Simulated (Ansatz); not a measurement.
Basis-set extrapolation for C2H6FNO2, SMILES `CNC(O)(O)F` (PBE0-D4/def2-TZVP geometry, frozen core, the Gaussian-basis code of Ansatz). Multiplicity 1, RHF reference.

```csv
,def2-TZVPP,def2-QZVPP
HF,-383.023139,-383.040348
MP2 correlation,-1.275746,-1.376459
CCSD(T) correlation,-1.348106,not run
```

Energies in hartree. Use E(X) = E(∞) + A·exp(−7.88·√X) for Hartree–Fock and E(X) = E(∞) + B·X^(−2.97) for correlation, with X = 3 and 4, and add CCSD(T) minus MP2 of the smaller set to the MP2 limit.

Question: What is the CCSD(T) energy at the basis-set limit?

Answer: HF limit: -383.040348 + (-0.017209) × 0.13774 = -383.04272. MP2 limit: -1.376459 + (-0.100713) × 0.74074 = -1.45106. Higher-order term: -1.348106 − (-1.275746) = -0.07236. Total: -384.56614 hartree, 511.7 kJ/mol below CCSD(T)/def2-TZVPP.
